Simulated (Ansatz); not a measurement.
System: hcp Tl. Method: PBEsol-D3(BJ) (Ansatz, an electronic-structure program, plane waves, PAW).

Settings: plane-wave cutoff 520 eV, 18×18×10 k mesh (along the axes of the cell as run), Fermi–Dirac smearing 0.05 eV, scalar-relativistic PAW data made under PBE.

Equation-of-state points:

```csv
V (Å³/atom),E − E_lowest (meV/atom)
25.900,6.52
26.440,1.56
26.979,0.00
27.519,1.42
28.058,5.47
```

### Question
Fit the third-order Birch–Murnaghan equation and give B0 and B′.

### Answer
V0 = 26.980 Å³/atom, B0 = 44.2 GPa, B′ = 5.5 (fit to the energies at full precision).

Shape and atoms are relaxed at each volume.

Measured, for comparison: bulk modulus 37.4 GPa (copied from a table, unchecked, extrapolated to 0 K and zero-point effects removed; as tabulated in Lejaeghere et al. (2013), arXiv:1204.2733). Computed (rounded) less measured: bulk modulus not scored (unchecked).

Note: the bulk modulus comes from volumes at which shape and atoms were relaxed.

Spin–orbit coupling is not included; it can shift volumes and moduli of such heavy elements.

The computed numbers hold no vibrational or temperature effects.
